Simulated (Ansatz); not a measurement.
in.yaml

```yaml
crystal:
  periodic: [false, false, false]
  atoms:
    - {symbol: B, position_ang: [-2.309755, 0.034738, 0.000000]}
    - {symbol: H, position_ang: [-2.906489, 1.068310, 0.000000]}
    - {symbol: H, position_ang: [-2.906489, -0.998833, 0.000000]}
    - {symbol: H, position_ang: [-0.585755, 0.034738, 0.000000]}
    - {symbol: Si, position_ang: [1.066245, 0.034738, 0.000000]}
    - {symbol: H, position_ang: [1.462679, -1.444775, 0.000000]}
basis:
  gaussian: {orbitals: cc-pVDZ}
magnetization: {spin_polarized: false, initial_magnetization: 1}
correlation: {active_space: {ras: {orbitals: [5, 1, 40], electrons: 11, max_holes: 2, max_particles: 2}, fixed_orbitals: true}}
```

```sh
$ ansatz run in.yaml --threads 1 --pin off --events-out ev --progress --plain --max-ram 2393MiB
```

Question: Roughly how long does this take on 1 thread of Arm Neoverse N1, shared host, and how much host memory?

Answer: 7 s wall and 0.18 GiB.

```
490 factors; integrals over basis functions are off by at most 1.8e-3 eV
mean field evaluation 1: about -8590.7041 eV, gradient 1.2e1 eV
mean field evaluation 2: about -8590.7231 eV, gradient 1.2e1 eV
mean field evaluation 4: about -8591.8866 eV, gradient 1.8e0 eV
mean field evaluation 8: about -8591.9164 eV, gradient 2.1e-1 eV
mean field evaluation 16: about -8588.3734 eV, gradient 1.8e1 eV
mean field evaluation 32: about -8591.6219 eV, gradient 2.4e-2 eV
mean field evaluation 64: about -8591.6046 eV, gradient 1.2e0 eV
mean field -8591.91715228 eV, -315.7471315359 hartree, gradient 2.4e-6 eV, S^2 0.750000; 9 other end points of the search recorded, 0 dependent functions left out
reference -8591.91715228 eV, -315.7471315359 hartree; 12, 11 occupied and 40, 41 virtual orbitals, 490 factors
state -8597.49640815 eV, -315.9521654072 hartree
Total energy: -8597.49640815 eV, -315.9521654072 hartree
```
